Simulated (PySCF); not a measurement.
Compound: CH2Si.
Geometry (GFN2-xTB, Å), atoms numbered from 1 in this order:
```xyz
4
CH2Si angstrom
C     -0.9238    0.5100   -0.2734
Si     0.6443   -0.0566    0.0388
H     -1.7737   -0.1092    0.0002
H      2.0634   -0.3395    0.2115
```

Computed with TDDFT wB97X-D/def2-SVPD, vertical, gas phase, core orbitals frozen in the response in PySCF.

Transition dipole moments from the ground state, in atomic units and in the frame of the coordinates above (overall signs are arbitrary), for the states with f of 0.002 or more among the lowest 7:

| state | E (hartree) | μx | μy | μz |
| --- | --- | --- | --- | --- |
| S1 | 0.0922 | 0.005 | -0.088 | -0.183 |
| S2 | 0.1237 | -0.016 | -0.269 | 0.128 |
| S3 | 0.1393 | 0.009 | -0.155 | -0.324 |
| S4 | 0.1437 | 0.015 | -0.270 | -0.566 |
| S5 | 0.1528 | 0.096 | 0.404 | -0.191 |
| S6 | 0.2118 | -1.373 | 0.837 | -0.436 |
| S7 | 0.2368 | -0.019 | 0.337 | 0.705 |

(1) What oscillator strength does each state have?

(2) The point group is Cs. Which irreducible representation does each state belong to?

(3) What angle do the transition dipoles of S4 and S5 make?

(4) How is the summed strength of these states shared among x, y and z?

(5) What peak molar absorption coefficient would the strongest computed level give as a lone Gaussian band 0.3 eV wide at half height?

## Answers

(1) f = (2/3) ΔE |μ|² with ΔE in hartree (27.2114 eV).

| state | \|μ\|² (au) | \|μ\| (D) | f |
| --- | --- | --- | --- |
| S1 | 0.041 | 0.52 | 0.003 |
| S2 | 0.089 | 0.76 | 0.007 |
| S3 | 0.129 | 0.91 | 0.012 |
| S4 | 0.393 | 1.59 | 0.038 |
| S5 | 0.209 | 1.16 | 0.021 |
| S6 | 2.776 | 4.24 | 0.392 |
| S7 | 0.611 | 1.99 | 0.096 |

(2) From a totally symmetric ground state, an allowed state transforms like the component of the dipole operator along its μ. Polarised normal to the mirror plane, so A″: S1, S3, S4 and S7. Polarised in the mirror plane, so A′: S2, S5 and S6.

(3) |cos θ| = |μa·μb| / (|μa| |μb|) = 0.00, so θ ≈ 90° (taken between 0 and 90°, since the signs are arbitrary).

(4) (2/3) Σ ΔE μα² gives 0.267 for x, 0.149 for y and 0.153 for z, 0.569 in all.

(5) ε(max) = 2.175×10⁸ f / FWHM, with the width in cm⁻¹. S6: 2.175×10⁸ × 0.3920 / 2420 ≈ 35000 L mol⁻¹ cm⁻¹.
